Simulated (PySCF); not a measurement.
Ligands exchanged one at a time, Al F-H. Isolated molecules, 0 K electronic values unless said otherwise. Strings in code marks are SMILES.

The numbers are results of PySCF with PBE-D3(BJ)/def2-TZVP // B3LYP-D3(BJ)/def2-TZVP, not measurements. All candidates: neutral, multiplicity 1. 

The dipole moment is 0.00 D and the HOMO is -7.31 eV. The HOMO–LUMO gap comes out as 4.78 eV.

Q: Which member has these values?
A) `[AlH3]`
B) `[F][Al]([F])[F]`
C) `[F][AlH2]`
D) `[F][AlH][F]`

A: A, `[AlH3]`. The others give `[F][AlH][F]`: 1.31 D, -8.67 eV, 7.01 eV; `[F][Al]([F])[F]`: 0.00 D, -9.62 eV, 7.20 eV; `[F][AlH2]`: 1.30 D, -7.47 eV, 5.32 eV
